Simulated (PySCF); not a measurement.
## Frontier orbitals and the lowest excitations

Compound: C5H9N.
Geometry (GFN2-xTB, Å), atoms numbered from 1 in this order:
```xyz
15
C5H9N angstrom
C      2.3904   -0.3724   -0.5443
C      1.4448    0.5373   -0.3279
N      0.1043    0.3564   -0.5344
C     -0.5983   -0.9165   -0.5526
C     -1.8465   -0.2049   -0.0122
C     -0.9715    1.0447    0.1611
H      2.1562   -1.3693   -0.8727
H      3.4291   -0.1321   -0.4183
H      1.6963    1.5418   -0.0105
H     -0.6838   -1.3495   -1.5520
H     -0.1718   -1.6635    0.1263
H     -2.2584   -0.6145    0.9059
H     -2.6385   -0.0896   -0.7468
H     -1.3107    1.9478   -0.3536
H     -0.7459    1.2922    1.2045
```

Computed, not measured: TDDFT wB97X-D/def2-SVPD, vertical, gas phase, core orbitals frozen in the response in PySCF 2.14.0, density-fitted response routines.

Frontier orbitals with the atoms that hold most of them (Löwdin shares over 4%, at most four atoms; ? is withheld):

| orbital | ε (eV) | atoms |
| --- | --- | --- |
| HOMO-3 | -11.82 | C5 17%, C4 15%, C2 14%, N3 13% |
| HOMO-2 | -11.37 | C6 21%, C5 20%, C4 20%, N3 8% |
| HOMO-1 | -10.47 | C2 24%, N3 17%, C1 14%, C4 8% |
| HOMO | ? | ? |
| LUMO | 2.39 | ? |
| LUMO+1 | 2.80 | C2 23%, C1 22%, H13 7%, N3 7% |
| LUMO+2 | 2.92 | C1 18%, C2 12%, C5 12%, H12 9% |

Task: Which atoms hold the HOMO, and with what shares?

Result: N3 (bonded to 3 C) 33%; C1 (bonded to C and 2 H) 29%; C2 (bonded to C, N and H) 14%; C6 (bonded to C, N and 2 H) 4%. By element: carbon 48% or more, nitrogen 33%.

Task: Which atoms hold the LUMO, and with what shares?

Result: C6 (bonded to C, N and 2 H) 14%; C5 (bonded to 2 C and 2 H) 14%; C4 (bonded to C, N and 2 H) 10%; C2 (bonded to C, N and H) 10%.

Task: What is the HOMO energy, and the HOMO–LUMO gap?

Result: ε(HOMO) = -7.41 eV; the gap is 9.80 eV (0.3601 hartree).

Task: The HOMO–LUMO gap is 9.80 eV. Where does the response calculation put the lowest singlet, and from which orbitals?

Result: S1 is at 5.74 eV (f = 0.093), 4.07 eV below the gap, made of HOMO→LUMO (76%), HOMO→LUMO+2 (18%). 

Next come S2 at 6.14 eV (f 0.312), HOMO→LUMO+1 (66%), HOMO→LUMO+2 (25%); S3 at 6.41 eV (f 0.0068), HOMO→LUMO+3 (62%), HOMO→LUMO+1 (16%), HOMO→LUMO+5 (9%); S4 at 6.49 eV (f 0.025), HOMO→LUMO+2 (40%), HOMO→LUMO+3 (24%), HOMO→LUMO (13%); S5 at 7.15 eV (f 0.012), HOMO→LUMO+4 (56%), HOMO→LUMO+7 (14%), HOMO→LUMO+5 (11%).

Löwdin shares depend on the basis, the more so with diffuse functions.

One conformer stands for the species.
